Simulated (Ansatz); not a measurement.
**MgH (doublet): PBE0, B3LYP over a scan of the distance Mg1–H2, cc-pVQZ**

Aim: run MgH (doublet) with these functionals over a scan of the distance Mg1–H2, and hold them against the top wave-function level at the same points.

Computed with Ansatz 0.2.0, Gaussian basis. Level: cc-pVQZ, all electrons in the functionals.

Plan: PBE0, B3LYP, at 1.380 Å; 1.550 Å; 1.744 Å; 1.947 Å; 2.140 Å; 2.379 Å; 2.859 Å; 3.259 Å; 3.872 Å; 4.665 Å; 5.972 Å.

24 further runs of the same task are left out: 8 for a known fault of the program, 15 that didn't finish, 1 set aside as unsound or not needed. Runs told in other sessions of the task aren't counted.

### 1 The geometry

The geometry derives from a PBE0/def2-TZVP stationary point (not a proven minimum). One bond is set to the value named and the two fragments are kept rigid.

2 atoms, charge 0, spin multiplicity 2.

Atoms are counted from 1 here; the program's logs count them from 0.

Bond lengths: Mg1–H2 1.744 Å.

No dispersion term is added. B3LYP takes the VWN-RPA correlation.

The geometry shown and the zero of energy belong to the point 1.744 Å. The yardstick, FCI, and other wave-function levels (R restricted, U unrestricted, valence and pair active spaces) come from earlier runs.

### 2 PBE0, 1.380 Å

in.yaml reads:

```yaml
crystal:
  periodic: [false, false, false]
  atoms:
    - {symbol: Mg, position_ang: [0.000000, 0.000000, 0.000000]}
    - {symbol: H, position_ang: [0.000000, 0.000000, 1.380000]}
basis:
  gaussian: {orbitals: cc-pVQZ}
magnetization: {spin_polarized: true, initial_magnetization: 1}
hamiltonian: {xc: {name: PBE0}}
output: {orbitals: {seedname: orbitals}}
```

On the command line:

```sh
$ ansatz run in.yaml --threads 1 --pin off --events-out ev --progress --plain --max-ram 2393MiB
```

After this run come: PBE0, 1.550 Å; PBE0, 1.744 Å; PBE0, 1.947 Å; PBE0, 2.140 Å; PBE0, 2.379 Å; PBE0, 2.859 Å; PBE0, 3.259 Å; PBE0, 3.872 Å; PBE0, 4.665 Å; PBE0, 5.972 Å; B3LYP, 1.380 Å; B3LYP, 1.550 Å; B3LYP, 1.744 Å; B3LYP, 1.947 Å; B3LYP, 2.140 Å; B3LYP, 2.379 Å; B3LYP, 2.859 Å; B3LYP, 3.259 Å; B3LYP, 3.872 Å; B3LYP, 4.665 Å; B3LYP, 5.972 Å.

**Question.** What will the summary of the whole plan be? Wanted: span of the FCI curve; largest miss, PBE0; largest miss, B3LYP.

**Answer**, as computed:

| quantity | value |
| --- | --- |
| span of the FCI curve | 136.5 kJ/mol |
| largest miss, PBE0 | -3.6 kJ/mol (2.859 Å) |
| largest miss, B3LYP | -8.9 kJ/mol (2.859 Å) |

Of the functionals, PBE0 keep the smallest largest miss at the points compared (at most 3.6 kJ/mol) and B3LYP strays most (8.9 kJ/mol, at 2.859 Å). Functionals and the yardstick converge differently with the basis, so part of each miss in cc-pVQZ is the basis.
